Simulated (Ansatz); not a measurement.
Energy of Au (space group No. 223) less that of fcc Au, by level of theory

No measured value is used here.

```
level (code)         value (meV/atom)
-------------------  ----------------
PBE (Ansatz)                      123
PBEsol (Ansatz)                   150
PBE-D3(BJ) (Ansatz)               146
```

Density-functional levels without +SOC have no spin–orbit coupling. Each level is taken at its own relaxed cell. Ansatz's density-functional and Hartree–Fock values are scalar-relativistic unless marked +SOC, with PAW data made under PBE.

Ansatz is an electronic-structure program.
